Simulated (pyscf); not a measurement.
Optimised with ωB97X-D3(BJ)/def2-SVP in PySCF.

Problem. F–Si(SiH₃)(SiH₃)–Cl + H₃Si–Cl → F–Si(SiH₃)(SiH₃)–SiH₃ + chlorine (Cl–Cl)
Surface: singlet. Broken: Cl–Si, Cl–Si. Formed: Si–Si, Cl–Cl. Give ΔE‡ and ΔE from ωB97M-D3(BJ)/def2-TZVP, relative to the separated reactants.

Solution. ΔE‡ = 596.1 kJ/mol, ΔE = +369.4 kJ/mol. Zero-point energy shifts the barrier by -1.9 kJ/mol. It is a four-centre exchange, with an imaginary mode of 604i cm⁻¹. The same reactants have a lower exit, to •H₂Si–Cl + H• + F–Si(SiH₃)(SiH₃)–Cl (no saddle counted: cutting one bond costs +404.7 kJ/mol at ωB97M-D3(BJ)/def2-TZVP, against +596.1 kJ/mol here). One saddle was located; it need not be the lowest between these sides. A restricted solution here is unstable towards spin polarisation, so biradical character is likely and single-reference numbers are less safe.
